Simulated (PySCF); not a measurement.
# How methods differ on the ionisation energy of Si

Si [Ne] 3s2 3p2 (3P) → Si+ [Ne] 3s2 3p1 (2P), as a difference of total energies. Calculation: PySCF 2.14, in aug-cc-pwCVDZ (6s5p3d, 36 functions); the non-relativistic Hamiltonian (point nucleus). Correlated levels: valence: [Ne] frozen. The calculations carry no spin-orbit coupling.

```
           method  ionisation energy (eV)  error (eV)
              UHF                   7.650      -0.507
    MP2 (valence)                   7.969      -0.188
SCS-MP2 (valence)                   7.889      -0.268
   CCSD (valence)                   8.000      -0.157
CCSD(T) (valence)                   8.018      -0.139
  CCSDT (valence)                   8.022      -0.135
```

Reference: 8.157 eV (measured; NIST levels, between the centres of gravity of the two terms).

Errors of the correlated levels include the incompleteness of this basis and the frozen core.
